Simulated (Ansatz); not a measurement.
Cost and result for the atomization energy of C$_{2}$H$_{5}$F (`CCF`) (8 atoms, 7 bonds).

Total charge 0; spin multiplicity 1. Geometry: relaxed with PBE0-D4/def2-TZVP. Program: Ansatz. All runs use 2 threads of a server CPU on a shared host. Times are those of one run each, without the atoms' runs, and a repeat can differ threefold. Electronic energies, without spin–orbit coupling; frozen cores. CCSD(T)/CBS adds CCSD(T) − MP2 in def2-TZVPP to the MP2 limit, and its time is that of the two runs behind it. T1 = 0.010. B3LYP takes the VWN-RPA correlation (the form of Gaussian; ORCA's B3LYP/G). HSE06 is the plane-wave form, built on full-range PBE exchange.

CCSD(T)/CBS is a level of theory with its own doubt, some kJ/mol a heavy atom from the limit and from the frozen cores, so smaller differences don't rank the functionals.

| level | functions | wall time |
| --- | --- | --- |
| CCSD(T)/def2-SVP | 67 | 0.85 s |
| BLYP-D4/def2-TZVPP | 163 | 1.3 s |
| HSE06-D4/def2-TZVPP | 163 | 1.7 s |
| CAM-B3LYP-D4/def2-TZVPP | 163 | 1.9 s |
| B3LYP-D4/def2-TZVPP (with forces) | 163 | 2 s |
| B2PLYP/def2-TZVPP | 163 | 2.6 s |
| r2SCANh-D4/def2-TZVPP | 163 | 2.7 s |
| PBE-QIDH/def2-TZVPP | 163 | 2.7 s |
| r2SCAN-D4/def2-TZVPP (with forces) | 163 | 3 s |
| B97M-V/def2-TZVPP | 163 | 5.5 s |
| CCSD(T)/def2-TZVPP | 163 | 9.5 s |
| MP2/def2-QZVPP | 321 | 10 s |
| CCSD(T)/CBS(def2) | – | 20 s |

(1) What atomization energy does each give, and how far from CCSD(T)/CBS? (An estimate is asked.)

Results:

(1) Computed: 
```tsv
level	atomization (kJ/mol)	difference from CCSD(T)/CBS	per bond
CCSD(T)/def2-SVP	2890.4	-125.8	-18.0
BLYP-D4/def2-TZVPP	3009.8	-6.4	-0.9
HSE06-D4/def2-TZVPP	3024.8	8.6	1.2
CAM-B3LYP-D4/def2-TZVPP	3034.8	18.6	2.7
B3LYP-D4/def2-TZVPP (with forces)	3017.8	1.6	0.2
B2PLYP/def2-TZVPP	2991.6	-24.6	-3.5
r2SCANh-D4/def2-TZVPP	3003.0	-13.2	-1.9
PBE-QIDH/def2-TZVPP	2999.9	-16.3	-2.3
r2SCAN-D4/def2-TZVPP (with forces)	3018.6	2.4	0.3
B97M-V/def2-TZVPP	3015.6	-0.6	-0.1
CCSD(T)/def2-TZVPP	2950.9	-65.3	-9.3
MP2/def2-QZVPP	3022.3	6.1	0.9
CCSD(T)/CBS(def2)	3016.2	0.0	0.0
```

From PBE to PBE0 (25 % exact exchange), in def2-TZVPP and without D4, the atomization energy moves by −46.6 kJ/mol: exact exchange takes away binding that semilocal exchange gives to molecules. Leaving LDA and LC-ωPBE aside and taking each functional with its dispersion term where it has one, the values, not all of them listed here, spread over 133.4 kJ/mol, from BHLYP-D4 to PBE-D4. LDA lies +371.5 kJ/mol from PBE without D4, its usual overbinding. At CCSD(T), def2-SVP lies −125.9 kJ/mol from the extrapolated value and def2-TZVPP −65.3 kJ/mol: correlation converges slowly with the basis, and small sets miss more of it in the bonded molecule than in its fragments.
